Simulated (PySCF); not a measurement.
**Lithium: a sound run and one with changed settings**

Sound run: Li [He] 2s1, Li⁺ 1s2. Calculation: PySCF 2.14, in def2-SVP (3s2p, 9 functions); no relativity, point nucleus. The sound run starts from symmetry-adapted Hartree-Fock orbitals and uses a fine grid where one is needed.

A second run was set up differently.

```json
{"species": "Li", "method": "UHF", "sound run (hartree)": "-7.42507", "changed run (hartree)": "-7.42507", "converged": "yes"}
{"species": "Li", "method": "r2SCAN", "sound run (hartree)": "-7.47171", "changed run (hartree)": "-7.47242", "converged": "yes"}
{"species": "Li", "method": "PBE0", "sound run (hartree)": "-7.45943", "changed run (hartree)": "-7.45940", "converged": "yes"}
{"species": "Li⁺", "method": "UHF", "sound run (hartree)": "-7.23290", "changed run (hartree)": "-7.23290", "converged": "yes"}
{"species": "Li⁺", "method": "r2SCAN", "sound run (hartree)": "-7.27747", "changed run (hartree)": "-7.27747", "converged": "yes"}
{"species": "Li⁺", "method": "PBE0", "sound run (hartree)": "-7.25824", "changed run (hartree)": "-7.25824", "converged": "yes"}
```

Ionisation energy of Li:

| method | sound run (eV) | changed run (eV) |
| --- | --- | --- |
| UHF | 5.229 | 5.229 |
| r2SCAN | 5.285 | 5.305 |
| PBE0 | 5.475 | 5.474 |

(1) What was changed?
A. a valence shell is frozen
B. radial grid too coarse
C. basis contracted for another Hamiltonian
D. minimal basis

Results:

(1) B. It used radial step 0.3 in ln r (0.13 in the sound run). A coarse radial grid mis-integrates the density and the exchange-correlation energy, with errors of either sign; Hartree-Fock needs no grid.
